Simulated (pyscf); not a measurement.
# Routes from methylsilane (H₃C–SiH₃) + silyl (SiH₃•)

Candidate steps break at most two bonds and form at most two. Each was searched with GFN2-xTB (tblite) first. Optimised with ωB97X-D3(BJ)/def2-SVP in PySCF. Energies: ωB97M-D3(BJ)/def2-TZVP, kcal/mol, from the separated reactants, doublet surface; ΔG‡ with ideal gas, 1 atm, RRHO with modes under 100 cm⁻¹ raised to 100, one conformer, R ln 2 for chiral ones without a mode under 150 cm⁻¹.

```tsv
products	type	ΔE‡	ΔE	ΔG‡ 298 K	ΔG‡ 900 K	ν‡ (cm⁻¹)
H₃C–SiH₂• + SiH₄	hydrogen abstraction	9.7	+0.8	15.3	29.4	1429i
H₃Si–CH₂–SiH₃ + H•	substitution at C	41.2	+16.2	48.4	67.3	1314i
```

Plain bond fissions and candidates not yet searched are not listed, and one of them may be faster. Each barrier is that of the saddle found; lower ones may exist.
